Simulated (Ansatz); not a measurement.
Molecule: ethyl chloride, C$_{2}$H$_{5}$Cl, charge 0, multiplicity 1. 
Structure (B3LYP-D3(BJ)/def2-TZVP (Ansatz, a program for electronic structure) minimum search):
```
C
H 1 1.0874
H 1 1.0874 2 109.04
C 1 1.5122 2 112.08 3 -124.70
H 4 1.0899 1 111.03 2 -58.14
H 4 1.0899 5 108.44 1 122.25
H 4 1.0932 5 108.41 6 117.50
Cl 1 1.8106 2 105.94 3 113.62
```

Parts of the frozen-core correlation energy in 6-31G (Ansatz, hartree). Frozen orbitals: 7; correlated occupied orbitals by spin: 10 and 10; virtual: 24 and 24. Spin-orbit coupling is left out. Non-relativistic.

```tsv
term	value
reference (HF)	-538.07817
MP2 opposite-spin	-0.17935
MP2 same-spin	-0.04671
CCSD correlation	-0.25959
(T)	-0.00532
T1 diagnostic	0.008
largest doubles amplitude	0.045
```
